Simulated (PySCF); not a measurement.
# C6H12 (3,3-dimethyl-1-butene): the cost of one run

Programs: PySCF 2.14.0, with density-fitted response routines of our own. Each step states its level of theory. These are calculated values for one molecule, in the gas phase or a continuum, unless marked as measured. Atoms count from 0, in the outputs and in this text.

### 1 Starting geometry

18 atoms, charge 0, multiplicity 1; geometry from: GFN2-xTB. The atoms were then displaced at random by about 0.01 Å, so the start is not that level's minimum.

Bonds of the start (Å): C0–C1 1.35, C1–C2 1.52, C2–C3 1.54, C2–C4 1.53, C2–C5 1.53, C0–H6 1.06, C0–H7 1.07, C1–H8 1.06, C3–H9 1.12, C3–H10 1.07, C3–H11 1.07, C4–H12 1.07, C4–H13 1.11, C4–H14 1.08, C5–H15 1.08, C5–H16 1.09, C5–H17 1.09.

### 2 Geometry optimisation at PBE0-D3(BJ)/def2-TZVP

The job: settings as JSON, then the geometry in Å.

```
{"job": {"xc": "PBE0", "basis": "def2-TZVP", "d3": "d3bj", "grid": 2, "shake": 0.01, "kind": "geom"}, "charge": 0, "multiplicity": 1}
C      1.938340    -1.160520     0.511140
C      1.114850    -0.561640    -0.372970
C     -0.216590     0.122070    -0.113120
C     -0.046860     1.581740    -0.581610
C     -1.278370    -0.599870    -0.937200
C     -0.591090     0.107330     1.370390
H      2.853430    -1.597390     0.203780
H      1.712190    -1.174280     1.554120
H      1.403380    -0.542740    -1.397200
H     -1.026460     2.099140    -0.425900
H      0.171100     1.617950    -1.624800
H      0.697120     2.101030    -0.007790
H     -1.391480    -1.620900    -0.621540
H     -2.256680    -0.105470    -0.785090
H     -1.032170    -0.586460    -1.985610
H     -0.685230    -0.905560     1.738310
H      0.159080     0.627290     1.974620
H     -1.552090     0.610240     1.514730
```

Command:

```bash
$ OMP_NUM_THREADS=2 python probes_run.py task.json out
```

The driver reads the jobs from task.json and runs them one after another.

**Question.** How long does this first job take on 2 threads of Intel Xeon at 2.50GHz, shared host, and how much memory does it need?

About 11 min, with a peak of 1.6 GiB.
